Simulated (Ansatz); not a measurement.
`CCSP`. The species carries charge 0 and has multiplicity 1.

Z-matrix (Å, degrees):
```
C
C 1 1.515
H 1 1.092 2 111.2
H 1 1.092 2 110.0 3 -119.8
H 1 1.092 2 111.2 3 120.5
S 2 1.822 1 108.8 3 -60.2
H 2 1.091 1 111.0 3 -179.8
H 2 1.091 1 111.0 3 59.6
P 6 2.104 2 99.6 1 -179.3
H 9 1.420 6 98.5 2 -132.0
H 9 1.420 6 98.4 2 133.3
```

(1) What are the harmonic wavenumbers in cm⁻¹ at PBE0-D4/def2-TZVP (Ansatz, finite differences of forces, unscaled)? (Estimate.)

(2) Is this a minimum?

(3) Give the ideal-gas thermochemistry at 298.15 K and 1 bar (rigid rotor, harmonic oscillator; point group Cs, symmetry number 1).

Answers

(1) Computed: 48, 107, 167, 244, 317, 523, 684, 783, 802, 805, 1004, 1043, 1081, 1131, 1264, 1289, 1404, 1478, 1482, 1494, 2400, 2405, 3053, 3073, 3117, 3129, 3141.

(2) Yes, all 27 modes are real.

(3) Zero-point energy 224.1 kJ/mol; H(298) − E = 244.0 kJ/mol; entropy 341.1 J/(mol·K), of which translation 165.5, rotation 109.6, vibration 66.0; G(298) − E = 142.3 kJ/mol. Modes under 100 cm⁻¹ are hindered rotations or soft bends, so the harmonic entropy is rough.
